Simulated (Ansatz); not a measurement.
Ideal-gas functions of `S=C=CCl` at 800 K and 1 bar, from an Ansatz frequency run at PBE0-D4/def2-TZVP.

Molar mass 92.55 g/mol, point group Cs (symmetry number 1), electronic degeneracy 1, moments of inertia 16.192, 283.136, 299.328 u Å². Harmonic wavenumbers (cm⁻¹, unscaled): 145, 382, 502, 621, 774, 957, 1214, 1854, 3224.

Use S(trans) = R[1.5 ln M + 2.5 ln T − 1.1517]; rotational temperatures θ = 24.2544 K / I; S(rot) = R[ln(√π/σ · √(T³/θAθBθC)) + 1.5]; for each mode x = 1.438777 ν̃/T, S = R[x/(eˣ − 1) − ln(1 − e⁻ˣ)] and H = RT x/(eˣ − 1); 1 cm⁻¹ = 0.0119627 kJ/mol; R = 8.31446 J/(mol·K).

**Question.** By hand: the entropy, in J/(mol·K).

**Answer.** Translation 185.8. Rotation: θ = 1.4979, 0.0857, 0.081 K, giving 119.6. Vibration, mode by mode: 19.51, 11.60, 9.44, 7.81, 6.20, 4.76, 3.30, 1.33, 0.17, in all 64.1. Electronic 0.0. Sum 369.5 J/(mol·K).

**Question.** By hand: H − E and G − E in kJ/mol, counted from the electronic energy.

**Answer.** Zero-point energy ½ × 9673 × 0.0119627 = 57.9; thermal vibration 26.5; translation, rotation and pV give 4 RT = 26.6. H − E = 111.0 kJ/mol, and G − E = 111.0 − 800 × 369.5/1000 = -184.6 kJ/mol.

Vibration gives 17 % of the entropy, 19.5 J/(mol·K) of it from the mode under 150 cm⁻¹: soft modes count most, and the harmonic formula is weakest for them.
